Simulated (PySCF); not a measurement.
Computed spin Hamiltonian

Compound: SiF2 (triplet state).
Z-matrix (Å and degrees, PBE0-D3(BJ)/def2-SVP geometry), rows numbered from 1:
```
F 
Si  1  1.6263
F   2  1.6263  1  115.07
```

Identity: `F[Si]F` [triplet].

Computed with UKS B3LYP, IGLO-III on F Si, non-relativistic, mean-field spin-orbit, GIAO (PySCF 2.14.0). Geometry: PBE0-D3(BJ)/def2-SVP; no solvent, vibrations or thermal averaging. This triplet need not be the ground state; the singlet was not compared here.

```json
{
  "g1, g2, g3": "1.99836, 1.99991, 2.00161",
  "g_iso": "1.99996",
  "Form of g": "rhombic: the two nearest values differ by 48 % of g3 − g1",
  "⟨S²⟩": "2.0015 (exact 2.0000)",
  "HOMO–LUMO gap, α and β orbitals": "4.73, 6.72 eV",
  "Total energy": "-489.28211 Eh"
}
```

Hyperfine couplings atom by atom, in G; T1 to T3 are the principal values of the dipolar part (MHz turned into gauss with g_iso; 10 G = 1 mT):

```json
{"atom": "F1", "isotope": "19F", "a_iso": "67.0", "of which spin–orbit": "0.4", "T1": "-55.2", "T2": "8.2", "T3": "47.0", "Mulliken spin population": "0.06"}
{"atom": "Si2", "isotope": "29Si", "a_iso": "-370.7", "of which spin–orbit": "0.6", "T1": "-31.7", "T2": "4.9", "T3": "26.8", "Mulliken spin population": "1.88"}
{"atom": "F3", "isotope": "19F", "a_iso": "67.0", "of which spin–orbit": "0.4", "T1": "-55.2", "T2": "8.2", "T3": "47.0", "Mulliken spin population": "0.06"}
```

The largest Mulliken spin population is on Si2 (+1.88).

Axes: g3 is normal to the molecular plane.

The 29Si coupling of Si2 (-1037.8 MHz) shows only in satellite lines or after enrichment, since that isotope makes up about 4.7 % of natural silicon.
